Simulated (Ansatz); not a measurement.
**AlH3Cl (doublet): wave-function methods side by side at distance Al1–H4 along a hydrogen transfer = 1.819 Å, cc-pVDZ**

How much of the correlation energy of AlH3Cl (doublet) does each wave-function method recover here?

Computed with Ansatz 0.2.0, Gaussian basis. Level: cc-pVDZ, correlated electrons: outside noble gas.

The runs, in order: UHF; CCSD(T) on ROHF; CCSD(T) on UHF; BCCD(T) on ROHF; CISD; CCSDT(Q) on ROHF; CCSDT(Q) on UHF; CASSCF and MRCISD+Q, 3 electrons in 3 orbitals; CASSCF and NEVPT2, 3 electrons in 3 orbitals.

## 1. The system

The geometry derives from fragments relaxed apart (PBE0/def2-TZVP) and kept rigid, so it is no stationary point. A hydrogen atom is moved between rigid fragments.

5 atoms, charge 0, spin multiplicity 2.

Atoms are counted from 1 here; the program's logs count them from 0.

Bond lengths: Al1–H2 1.586 Å, Al1–H3 1.586 Å, Al1–H4 1.819 Å, H4–Cl5 1.525 Å. Angles: H2–Al1–H3 120.0°, H2–Al1–H4 120.0°, H3–Al1–H4 120.0°, Al1–H4–Cl5 180.0°.

In the tables R marks a restricted open-shell determinant and U an unrestricted one; 'pair' is the active space of 3 electrons in 3 orbitals; correlation energies count from the lowest restricted Hartree-Fock solution.

## 2. UHF

The input, in.yaml:

```yaml
crystal:
  periodic: [false, false, false]
  atoms:
    - {symbol: Al, position_ang: [-1.814739, 0.000000, 0.000000]}
    - {symbol: H, position_ang: [-2.607663, 1.373384, 0.000000]}
    - {symbol: H, position_ang: [-2.607663, -1.373384, 0.000000]}
    - {symbol: H, position_ang: [0.004261, 0.000000, 0.000000]}
    - {symbol: Cl, position_ang: [1.529261, 0.000000, 0.000000]}
basis:
  gaussian: {orbitals: cc-pVDZ}
magnetization: {spin_polarized: true, initial_magnetization: 1}
hamiltonian: {xc: hf}
output: {orbitals: {seedname: orbitals}}
```

The run is started by

```
> ansatz run in.yaml --threads 1 --pin off --events-out ev --progress --plain --max-ram 2393MiB
```

After this run come: CCSD(T) on ROHF; CCSD(T) on UHF; BCCD(T) on ROHF; CISD; CCSDT(Q) on ROHF; CCSDT(Q) on UHF; CASSCF and MRCISD+Q, 3 electrons in 3 orbitals; CASSCF and NEVPT2, 3 electrons in 3 orbitals.

**Question.** What will the summary of the whole plan be? Wanted: correlation energy, UCCSDT(Q); RMP2 from UCCSDT(Q); UMP2 from UCCSDT(Q); RCCSD from UCCSDT(Q); RCCSD(T) from UCCSDT(Q); UCCSD(T) from UCCSDT(Q); RCCSDT(Q) from UCCSDT(Q); NEVPT2 pair from UCCSDT(Q); MRCISD+Q pair from UCCSDT(Q).

As calculated:

| quantity | value |
| --- | --- |
| correlation energy, UCCSDT(Q) | -6.9756 eV |
| RMP2 from UCCSDT(Q) | +24.99 kcal/mol |
| UMP2 from UCCSDT(Q) | +26.15 kcal/mol |
| RCCSD from UCCSDT(Q) | +3.58 kcal/mol |
| RCCSD(T) from UCCSDT(Q) | +0.73 kcal/mol |
| UCCSD(T) from UCCSDT(Q) | +0.75 kcal/mol |
| RCCSDT(Q) from UCCSDT(Q) | +0.01 kcal/mol |
| NEVPT2 pair from UCCSDT(Q) | +24.92 kcal/mol |
| MRCISD+Q pair from UCCSDT(Q) | +1.04 kcal/mol |
| levels within 1 kcal/mol (43 meV) | RCCSD(T), UCCSD(T), BCCD(T), RCCSDT, UCCSDT, RCCSDT(Q) |
| T1 diagnostic | 0.017 |

RCCSD(T) lands +0.73 kcal/mol from the yardstick (0.5 % of the correlation energy). Of the multireference levels listed MRCISD+Q pair comes nearest (+1.04 kcal/mol). These misses are within one basis and frozen core, not against nature; frozen cores of the runs differ by up to some meV.
